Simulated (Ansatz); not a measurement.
One change: `C=CC(F)S` becomes `FCS`.

Ansatz, PBE0-D4/def2-TZVP geometries, multiplicity 1. Each molecule was computed in one conformer, which needn't be the lowest.

```csv
property,`C=CC(F)S`
size of the dipole moment (PBE/def2-TZVPP) / D,1.56
LUMO energy (PBE0/def2-TZVPP) / eV,-0.34
LUMO energy (PBE/def2-TZVPP) / eV,-1.35
size of the dipole moment (B3LYP/def2-TZVPP) / D,1.67
HOMO energy (PBE0/def2-TZVPP) / eV,-7.41
LUMO energy (B3LYP/def2-TZVPP) / eV,-0.58
```

**Question.** What does the change do to each property? (Estimate.)

**Answer.** Computed: 
```json
{"property": "size of the dipole moment (PBE/def2-TZVPP) / D", "`FCS`": "1.49", "shift": "-0.07"}
{"property": "LUMO energy (PBE0/def2-TZVPP) / eV", "`FCS`": "0.22", "shift": "0.56"}
{"property": "LUMO energy (PBE/def2-TZVPP) / eV", "`FCS`": "-0.72", "shift": "0.63"}
{"property": "size of the dipole moment (B3LYP/def2-TZVPP) / D", "`FCS`": "1.59", "shift": "-0.08"}
{"property": "HOMO energy (PBE0/def2-TZVPP) / eV", "`FCS`": "-7.57", "shift": "-0.16"}
{"property": "LUMO energy (B3LYP/def2-TZVPP) / eV", "`FCS`": "-0.09", "shift": "0.49"}
```

With PBE0 the HOMO falls by 0.16 eV and the LUMO rises by 0.56 eV, so the gap widens by about 0.72 eV. PBE moves the HOMO by -0.11 eV and ωB97M-V by -0.19 eV. Dipoles are sizes alone; their direction can turn.

B3LYP here is the variant with VWN-RPA as its local correlation; programs differ in this.
